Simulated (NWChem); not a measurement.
System: methyl formate (C2H4O2); SMILES COC=O

Here is an NWChem input.

```
start job
memory heap 200 mb stack 900 mb global 1100 mb
geometry units angstroms noautoz
  C     -0.509398    -1.318595     0.002594
  O      0.676406    -0.537951     0.001445
  C      0.503956     0.780578     0.000236
  O     -0.552295     1.343814    -0.000184
  H     -1.115372    -1.111425    -0.891944
  H     -0.189132    -2.366689     0.008631
  H     -1.119780    -1.102316     0.891930
  H      1.496118     1.278758    -0.000275
end
basis spherical
  C library def2-svp
  O library def2-svp
  H library def2-svp
end
dft
  xc m06-l
  iterations 150
  mulliken
end
task dft energy
```

Coordinates come from a PBE0/def2-SVP optimisation.

Task: Give the results of this calculation. (M06-L/def2-SVP.) Quantities: energy (Ha); highest occupied level (eV); orbital gap (eV); dipole (D).

Result: energy (Ha): -228.86
highest occupied level (eV): -6.85
orbital gap (eV): 6.26
dipole (D): 1.86
